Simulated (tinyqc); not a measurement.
Inside a calculation. Method: CISD on RHF in the sto-6g basis, frozen core, for OH-, spin multiplicity 1. The basis has no diffuse functions, so it cannot describe the extra electron: this is an exercise in the method, not the real anion. One step of it, computed by the program tinyqc.

Problem. CISD: determinants and Hamiltonian. Slater-Condon rules over spin orbitals, with the nuclear repulsion and the energy of the frozen orbital added and E(HF) subtracted on the diagonal. Only determinants linked to the reference directly or through others are kept (one block of an abelian symmetry group), so some states are absent.

one-electron integrals dressed by the frozen orbital, h + 2 (pq|11) - (p1|1q) (hartree), order 2, 3, 4, 5, 6:
$$\begin{pmatrix}
-5.110720 & 0.294689 & 0.000000 & 0.000000 & -0.329900 \\
0.294689 & -3.290774 & 0.000000 & 0.000000 & -0.987071 \\
0.000000 & 0.000000 & -4.614531 & 0.000000 & 0.000000 \\
0.000000 & 0.000000 & 0.000000 & -4.614531 & 0.000000 \\
-0.329900 & -0.987071 & 0.000000 & 0.000000 & -3.954409
\end{pmatrix}$$

energy of the frozen orbital, 2 h_11 + (11|11) = -59.80971908 hartree

Two-electron integrals over orbitals (pq|rs), unique and non-zero (hartree); the lowest 1 orbital is frozen and left out:
```
(22|22) 0.766381    (32|22) -0.070807   (32|32) 0.085556    (33|22) 0.495140
(33|32) 0.037865    (33|33) 0.609965    (42|42) 0.166059    (43|42) -0.029610
(43|43) 0.019281    (44|22) 0.788586    (44|32) -0.080242   (44|33) 0.477859
(44|44) 0.880663    (52|52) 0.166059    (53|52) -0.029610   (53|53) 0.019281
(54|54) 0.047461    (55|22) 0.788586    (55|32) -0.080242   (55|33) 0.477859
(55|44) 0.785741    (55|55) 0.880663    (62|22) 0.049744    (62|32) 0.066043
(62|33) 0.007560    (62|44) 0.056597    (62|55) 0.056597    (62|62) 0.119409
(63|22) 0.186803    (63|32) -0.082887   (63|33) -0.057525   (63|44) 0.192850
(63|55) 0.192850    (63|62) 0.006107    (63|63) 0.187989    (64|42) 0.022120
(64|43) 0.017184    (64|64) 0.038112    (65|52) 0.022120    (65|53) 0.017184
(65|65) 0.038112    (66|22) 0.682020    (66|32) -0.011140   (66|33) 0.566759
(66|44) 0.675247    (66|55) 0.675247    (66|62) 0.064137    (66|63) 0.103833
(66|66) 0.701374
```

nuclear repulsion = 2.94601092 hartree

Hartree-Fock energy = -74.73945947 hartree

Give: determinants; H - E(HF) between determinants.

Solution.

Occupation strings over the orbitals (2 doubly, a alpha, b beta, 0 empty; spin orbitals ordered 1a 1b 2a 2b ...): 222220 22a22b 2a222b 22b22a 2b222a 222202 222022 220222 2ab222 2ba222 202222

H - E(HF) between determinants (hartree):
```
        222220  22a22b  2a222b  22b22a  2b222a  222202  222022  220222
222220   0.000   0.000   0.000   0.000   0.000   0.038   0.038   0.188
22a22b   0.000   0.385   0.017  -0.188  -0.006  -0.017  -0.017   0.161
2a222b   0.000   0.017   0.915  -0.006  -0.119  -0.022  -0.022   0.083
22b22a   0.000  -0.188  -0.006   0.385   0.017   0.017   0.017  -0.161
2b222a   0.000  -0.006  -0.119   0.017   0.915   0.022   0.022  -0.083
222202   0.038  -0.017  -0.022   0.017   0.022   0.403   0.047   0.019
222022   0.038  -0.017  -0.022   0.017   0.022   0.047   0.403   0.019
220222   0.188   0.161   0.083  -0.161  -0.083   0.019   0.019   0.948
2ab222  -0.006  -0.083   0.083   0.057  -0.066   0.030   0.030  -0.066
2ba222   0.006   0.057  -0.066  -0.083   0.083  -0.030  -0.030   0.066
202222   0.119  -0.066   0.014   0.066  -0.014   0.166   0.166   0.086

        2ab222  2ba222  202222
222220  -0.006   0.006   0.119
22a22b  -0.083   0.057  -0.066
2a222b   0.083  -0.066   0.014
22b22a   0.057  -0.083   0.066
2b222a  -0.066   0.083  -0.014
222202   0.030  -0.030   0.166
222022   0.030  -0.030   0.166
220222  -0.066   0.066   0.086
2ab222   1.248  -0.086   0.042
2ba222  -0.086   1.248  -0.042
202222   0.042  -0.042   1.934
```
